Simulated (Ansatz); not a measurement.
Counterpoise correction, worked out

The pair of HCl (SMILES Cl, atoms 1–2) and Cl2 (SMILES ClCl, atoms 3–4), both closed shells, in one local arrangement (a lower one may exist), relaxed at PBE0-D4/def2-TZVP:

```xyz
4
angstrom
Cl 0.1614 0.4911 -2.1977
H -0.0012 -0.1329 -1.0886
Cl -0.2625 -1.0711 1.2515
Cl 0.1022 0.7130 2.0347
```

Program: Ansatz 0.2.0. Basis: def2-TZVPPD. Cores are frozen in the correlated methods.

CCSD(T) total energies in eV:

| system | geometry | basis functions | energy |
| --- | --- | --- | --- |
| pair | pair | all | -37545.02718 |
| HCl | as in the pair | all (partner as ghosts) | -12526.32780 |
| Cl2 | as in the pair | all (partner as ghosts) | -25018.65720 |
| HCl | as in the pair | its own | -12526.31930 |
| Cl2 | as in the pair | its own | -25018.63943 |
| HCl | free (PBE0-D4 minimum) | its own | -12526.32009 |
| Cl2 | free (PBE0-D4 minimum) | its own | -25018.63943 |

Problem. Work out the interaction energy with and without the counterpoise correction, the superposition error, and the binding energy from the relaxed fragments.

Solution. Without correction: -37545.02718 − (-12526.31930) − (-25018.63943) = -0.06845 eV.
With correction (each fragment in the whole basis): -37545.02718 − (-12526.32780) − (-25018.65720) = -0.04218 eV = -0.97 kcal/mol.
The superposition error is the difference, 0.02627 eV, 38 % of the uncorrected value: each fragment borrows its partner's functions.
Deformation from the free shapes: 0.00079 eV for HCl and 0.00000 eV for Cl2.
Binding energy from relaxed fragments: -0.04218 + 0.00079 + 0.00000 = -0.04139 eV = -0.95 kcal/mol (electronic, without zero-point energy; negative means bound). For comparison, the corrected interaction energy by CCSD(T) at an estimated basis limit (MP2 extrapolated from triple and quadruple zeta, plus CCSD(T) − MP2 in triple zeta) is -0.060 eV; triple zeta with the correction binds less.

The T1 diagnostic stays at or below 0.009.

For scale, one of the runs: CCSD(T)/def2-TZVPPD, 170 basis functions, launched by `ansatz run in.yaml --threads 2 --pin off --events-out ev --progress --plain --max-ram 5222MiB`. The run took 30 s on 2 CPU threads of an Arm Neoverse V1 (shared host), with 1.3 GiB of host memory at its peak.
